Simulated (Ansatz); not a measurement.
CH2 (SMILES [CH2]) moved off its minimum; all values from Ansatz (an electronic-structure program), cores frozen in correlated methods. Open shells are unrestricted.
(charge 0, multiplicity 3)
```xyz
3

C      0.02095     0.14234     0.02195
H     -0.91816    -0.34450    -0.03321
H      0.96622    -0.30822    -0.02579
```

**Question.** Give the forces (eV/Å), the total energy and the dipole at CCSD(T)/aug-cc-pVTZ.

**Answer.** 
```json
[
 {"atom": "C1", "Fx": "-0.421", "Fy": "0.364", "Fz": "0.039"},
 {"atom": "H2", "Fx": "-0.886", "Fy": "-0.099", "Fz": "-0.012"},
 {"atom": "H3", "Fx": "1.308", "Fy": "-0.265", "Fz": "-0.027"}
]
```
Energy -39.0784 hartree, dipole 0.62 D.
